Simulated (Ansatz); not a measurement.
# MgS (triplet): the correlation ladder, def2-QZVPP

An exercise on one series of results from a longer session: the logs are not shown, and one member is left open.

Computed with Ansatz 0.2.0, Gaussian basis. Level: def2-QZVPP, core rule «outside noble gas», up to 10 orbitals frozen.

To be run: UHF; ROHF; CCSD(T) on UHF.

2 further runs of the same task are left out: 2 set aside as unsound or not needed.

## What is computed

The geometry is a PBE0/def2-TZVP stationary point (not a proven minimum).

2 atoms, charge 0, spin multiplicity 3.

Atoms are counted from 1 here; the program's logs count them from 0.

Bond lengths: S1–Mg2 2.340 Å.

Set-up of the first run:

in.yaml

```yaml
crystal:
  periodic: [false, false, false]
  atoms:
    - {symbol: S, position_ang: [0.000000, 0.000000, 0.000000]}
    - {symbol: Mg, position_ang: [0.000000, 0.000000, 2.340400]}
basis:
  gaussian: {orbitals: "def2-QZVPP.json"}
magnetization: {spin_polarized: true, initial_magnetization: 2}
hamiltonian: {xc: hf}
output: {orbitals: {seedname: orbitals}}
```

Command:

```sh
$ ansatz run in.yaml --threads 1 --pin off --events-out ev --progress --plain --max-ram 2393MiB
```

Steps of the session up to this table: UHF; ROHF; CCSD(T) on UHF.

One of the session's tables, all rows but one given; the rest of the session is left out.

| method | from UCCSD(T) (meV) |
| --- | --- |
| ROHF | +5677.3 |
| UHF | +5526.9 |
| UMP2 | ? |
| UCCSD | +256.6 |
| UCCSD(T) | 0 |

**Question.** Estimate the row for UMP2.

As computed: from UCCSD(T) (meV): +835.0. In the column «from UCCSD(T) (meV)» it lies between UCCSD (+256.6) and UHF (+5526.9).
